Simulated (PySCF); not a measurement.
C₂H₃O, SMILES C[C]=O, multiplicity 2. Geometry optimised at PBE0-D3(BJ)/def2-TZVP. The isomer is the one that the SMILES or the coordinates give; other isomers of the formula were not compared.

All values below come from PBE0-D3(BJ)/def2-TZVP (PySCF).

Harmonic wavenumbers (cm⁻¹): 116, 471, 883, 947, 1055, 1348, 1444, 1448, 1964, 3040, 3140, 3145. Rotational constants (GHz): 85.90, 10.04, 9.519; symmetry number 1.

Work out the zero-point energy and the ideal-gas rigid-rotor harmonic-oscillator thermochemistry at 298.15 K and 1 atm.

ZPE = ½ Σ hcν = ½ × 19002 cm⁻¹ = 27.16 kcal/mol. H − E(el) = 30.23 kcal/mol. Entropy in cal/(mol K): translation 37.21, rotation 21.20, vibration 4.29, spin 1.38, total 64.07. G − E(el) = 11.12 kcal/mol. Cp = 12.80 cal/(mol K). Modes under 150 cm⁻¹ make the vibrational entropy uncertain.
